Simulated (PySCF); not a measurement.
Reaction (SMILES): CCO + H+ → CC[OH2+]
B3LYP-D3(BJ)/def2-TZVP geometries, fixed; electronic energies without zero-point terms; positive where energy is released.
Largest species:
```xyz
10

C      1.2415    -0.3849    -0.0245
C      0.1316     0.6140    -0.0055
O     -1.2155    -0.1823    -0.0432
H     -2.0171     0.3730    -0.0073
H      0.0737     1.2204     0.8948
H      0.0492     1.2148    -0.9063
H      2.1778     0.1793    -0.0373
H      1.2551    -1.0063     0.8727
H      1.2131    -1.0075    -0.9176
H     -1.2663    -0.8904     0.6264
```
Charge +1, spin multiplicity 1.

Effect of the atomic grid (radial, angular points) at B3LYP/def2-TZVP with PySCF, against the last row, where the proton affinity is 192.81 kcal/mol. Species with rotatable bonds are taken in one conformer. Cost is core time over that of atom_grid: 30, 110, unpruned, rough, on shared machines of one kind.

| setting | grid points, largest species | largest shift of a total energy (mEh) | shift of the proton affinity (kcal/mol) | cost |
|---|---|---|---|---|
| atom_grid: 30, 110, unpruned | 33000 | 0.235 | 0.033 | 1× |
| atom_grid: 50, 194, unpruned | 97000 | -0.014 | -0.006 | 2× |
| atom_grid: 75, 302, unpruned | 226504 | 0.002 | 0.001 | 4× |
| atom_grid: 99, 590, unpruned | 584104 | 0.000 | 0.000 | 8× |
| atom_grid: 150, 974, unpruned | 1461000 | 0.000 | 0.000 | 20× |

Within 0.02 kcal/mol in the proton affinity: atom_grid: 50, 194, unpruned; atom_grid: 75, 302, unpruned; atom_grid: 99, 590, unpruned. The largest shift is 0.235 mEh in a total energy and 0.033 kcal/mol in the difference.
